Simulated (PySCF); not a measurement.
Species: 1-butyne, C4H6.
Cartesian coordinates in Å at the PBE0-D3(BJ)/def2-SVP level; atoms count from 1:
```xyz
10
C4H6 angstrom
C      2.2980    0.0452    0.1848
C      1.1283   -0.2692    0.1828
C     -0.2867   -0.6214    0.1715
C     -1.1940    0.5256   -0.2695
H      3.3368    0.3178    0.1886
H     -0.5742   -0.9634    1.1806
H     -0.4292   -1.4918   -0.4918
H     -2.2476    0.2096   -0.2607
H     -0.9426    0.8573   -1.2875
H     -1.0887    1.3909    0.4012
```

A calculation gives these core lines: C 1s: 290.14 (area 1), 290.65 (area 1), 290.88 (area 1), 291.63 (area 1) eV.

Method: delta-SCF UKS SCAN, pcX-2 on the ionised atom, pcseg-1 elsewhere, spin-free X2C in PySCF. Isolated species at its PBE0-D3(BJ)/def2-SVP geometry, gas phase.

Task: Order the carbon atoms by C 1s binding energy.

Result: 290.14 eV: C1 (terminal alkyne carbon); 290.65 eV: C2 (alkyne carbon); 290.88 eV: C4 (methyl carbon); 291.63 eV: C3 (propargylic carbon). The listed C 1s values span 1.49 eV, from C1 (bonded to C (triple bond) and H) to C3 (bonded to 2 C and 2 H).

Bonded neighbours of each site: C1: C (triple bond) and H; C2: C (triple bond) and C; C3: 2 C and 2 H; C4: C and 3 H.

Task: Express the binding energy of C 1s of C3 in atomic units and per mole.

Result: 291.63 eV = 10.7172 Eh = 28138 kJ/mol.

The unrestricted hole states depart most from a pure doublet (⟨S²⟩ = 0.75; over 0.85 named) for C 1s of C2 (0.88), which makes this value less certain.
